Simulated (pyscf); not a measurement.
Single points on ωB97X-D3(BJ)/def2-SVP structures (PySCF, gas phase).

Problem. List the bond dissociation enthalpies at 298 K of HO–Nb(F)(F)(F)–F from ωB97M-D3(BJ)/def2-TZVP, from the weakest bond up.

Solution. Nb–O to OH• + [F–Nb(F)(F)–F]•: 4.13 eV; H–O to [O–Nb(F)(F)(F)–F]• + H•: 5.04 eV; F–Nb to [HO–Nb(F)(F)–F]• + F•: 5.13 eV. Ring and multiple bonds, and those that leave no two simple radicals, are not listed. The radicals are drawn with the spin at the cut bond; how far it spreads was not checked. Other isomers of [O–Nb(F)(F)(F)–F]•, [HO–Nb(F)(F)–F]• were not searched in full and may lie lower. Left out: the spin-orbit lowering of F, OH. Open-shell species with a d-block atom are single-reference here; other states, and whether the spin sits on metal or ligand, were not checked. Elements past Kr carry the def2 core potentials, without spin-orbit coupling.
